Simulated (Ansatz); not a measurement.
BH3 (borane): the energy, rung by rung

BH3 has 4 atoms, charge 0, and is taken as a singlet. SMILES: `B`. Geometry: relaxed at PBE0-D4/def2-TZVP.

```xyz
4

B     0.0139   -0.0151   -0.0051
H     0.9822    0.3817    0.5688
H    -0.2762   -1.1718    0.0430
H    -0.6644    0.7449   -0.6269
```

Each level gives the energy change with the B1–H2 bond stretched from 1.193 to 1.790 Å (eV). The values are calculated.

```
                                            level                   kind  program  value (eV)  CPU time (all runs)
     HF/6-31G* (spherical functions) (restricted)           Hartree–Fock   Ansatz        2.06                0.2 s
  SVWN5/6-31G* (spherical functions) (restricted)                    LDA   Ansatz        1.72               0.77 s
   BLYP/6-31G* (spherical functions) (restricted)                    GGA   Ansatz        1.74                1.1 s
   PBE0/6-31G* (spherical functions) (restricted)          global hybrid   Ansatz        1.87                1.1 s
r2SCAN0/6-31G* (spherical functions) (restricted)        hybrid meta-GGA   Ansatz        1.93                2.4 s
   CCSD/6-31G* (spherical functions) (restricted)  coupled cluster or CI   Ansatz           ?               0.32 s
  CCSDT/6-31G* (spherical functions) (restricted)  coupled cluster or CI   Ansatz        1.78               0.67 s
 CCSDTQ/6-31G* (spherical functions) (restricted)  coupled cluster or CI   Ansatz        1.78                7.9 s
                                        FCI/3-21G     exact in the basis   Ansatz        1.65               0.94 s
```

Q: Estimate what the levels marked ? give.

A: As computed at these levels: CCSD/6-31G* (spherical functions) (restricted): 1.81 eV. The first shape isn't each level's own minimum. The values span 1.65 to 2.06 eV. High-level rows in very small sets aren't better than simpler rows in larger ones. CPU times are rough (shared hosts, several kinds of processor): they show what a rung costs within a factor of a few.
